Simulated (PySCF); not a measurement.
# Si2: from constants to spectrum

UHF-CCSD(T) constants of Si2, ³Σg⁻ (triplet), unpaired electrons π ↑↑ (basis Si 3-21G; no relativity; PySCF 2.14; masses 27.9769 and 27.9769 u):

* ωe: 386.9 cm⁻¹
* ωexe: 1.26 cm⁻¹
* Be: 0.2068 cm⁻¹
* αe: 0.00136 cm⁻¹
* D (centrifugal): 2.36e-07 cm⁻¹
* De to Si + Si: 1.99 eV

Give the vibrational terms G(v) and spacings up to v = 6.

G(v) = ωe(v+½) − ωexe(v+½)².

```csv
v,G(v) (cm⁻¹),G(v) − G(v−1),Bv (cm⁻¹)
0,193.1,,0.2061
1,577.5,384.4,0.2048
2,959.4,381.9,0.2034
3,1338.7,379.3,0.2020
4,1715.5,376.8,0.2007
5,2089.8,374.3,0.1993
6,2461.6,371.8,0.1980
```

How well does the Morse estimate ωe²/(4ωexe) reproduce De, and what is D0?

It gives 3.68 eV, 185 % of the computed De. D0 = De − G(0) = 1.99 − 0.02 = 1.97 eV.

Correlated steps freeze 10 core orbitals. 3-21G is very small, so such numbers show the basis as much as the molecule. The state is the lowest determinant that a PBE0 search found; another state may lie lower at other levels.
